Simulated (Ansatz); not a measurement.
Consider the isomerisation: `S=C1OCO1` → `O=COC=S`.

Program: Ansatz. Geometries: PBE0-D4/def2-TZVP. ΔE: electronic, gas phase. CBS: MP2 limit from def2 TZ/QZ plus the TZ coupled-cluster correction, frozen cores. One conformer a species, not always the lowest.

| species | MP2/def2-TZVPP energy (Eh) |
| --- | --- |
| `S=C1OCO1` | -625.16069 |
| `O=COC=S` | -625.17737 |

**Question.** Work out ΔE.

**Answer.** ΔE = (-625.17737) − (-625.16069) = -0.01668 Eh = -43.8 kJ/mol. CCSD(T)/CBS gives -48.7 kJ/mol.

Largest T1 diagnostic among the species: 0.018.

From r2SCAN to r2SCAN0 (25 % exact exchange), in def2-TZVPP and without D4, ΔE moves by +3.8 kJ/mol. At CCSD(T), def2-SVP lies −16.3 kJ/mol from the extrapolated value and def2-TZVPP +0.4 kJ/mol.
